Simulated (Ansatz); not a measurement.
# C3H5NO: the cost of one run

Method: the settings change from run to run; program: Ansatz 0.2.0, Gaussian basis.

**1. The relaxed structure**

The geometry comes from an earlier relaxation with PBE0-D4 in a triple-zeta def2 set; it is a stationary point, not always the lowest conformer.

10 atoms, charge 0, spin multiplicity 1.

Atoms are counted from 1 here; the program's logs count them from 0.

Bond lengths: O1–C2 1.327 Å, O1–H6 0.967 Å, C2–N3 1.278 Å, C2–C5 1.487 Å, N3–C4 1.491 Å, C4–C5 1.548 Å, C4–H7 1.092 Å, C4–H8 1.092 Å, C5–H9 1.091 Å, C5–H10 1.091 Å. Angles: C2–O1–H6 107.5°, O1–C2–N3 129.2°, O1–C2–C5 129.4°, N3–C2–C5 101.4°, C2–N3–C4 89.1°, N3–C4–C5 89.7°, N3–C4–H7 112.8°, N3–C4–H8 112.8°, C5–C4–H7 115.4°, C5–C4–H8 115.4°, H7–C4–H8 109.7°, C2–C5–C4 79.8°, C2–C5–H9 115.8°, C2–C5–H10 115.8°, C4–C5–H9 116.5°, C4–C5–H10 116.5°, H9–C5–H10 109.8°.

**2. B97M-V/def2-TZVP**

This run has charge -1, multiplicity 2, a point charge of -1.00 e beside it, relativity set to scalar.

The input, in.yaml:

```yaml
crystal:
  periodic: [false, false, false]
  atoms:
    - {symbol: O, position_ang: [-1.072995, 1.811395, -0.123093]}
    - {symbol: C, position_ang: [-0.482226, 0.624003, -0.169686]}
    - {symbol: N, position_ang: [-0.691099, -0.350952, -0.968937]}
    - {symbol: C, position_ang: [0.367828, -1.126159, -0.261051]}
    - {symbol: C, position_ang: [0.597568, 0.072326, 0.691798]}
    - {symbol: H, position_ang: [-1.731919, 1.836662, -0.831015]}
    - {symbol: H, position_ang: [1.210582, -1.377548, -0.907748]}
    - {symbol: H, position_ang: [-0.016668, -2.032020, 0.211411]}
    - {symbol: H, position_ang: [0.337634, -0.081499, 1.739967]}
    - {symbol: H, position_ang: [1.564294, 0.572692, 0.621354]}
basis:
  gaussian: {orbitals: def2-TZVP, point_charges: [{charge: -1.00, position_ang: [5.898, 0.462, 0.283]}]}
total_charge: -1
magnetization: {spin_polarized: true, initial_magnetization: 1}
hamiltonian: {xc: {name: B97M-V}, pseudopotentials: {relativity: scalar}}
output: {forces: true}
```

The run is started by

```
ansatz run in.yaml --threads 2 --pin off --events-out ev --progress --plain --max-ram 4352MiB
```

**Question.** How long does this run take on 2 threads of Intel Xeon Platinum 8488C, shared host, and how much memory does it need?

About 20 s, with a peak of 0.63 GiB.
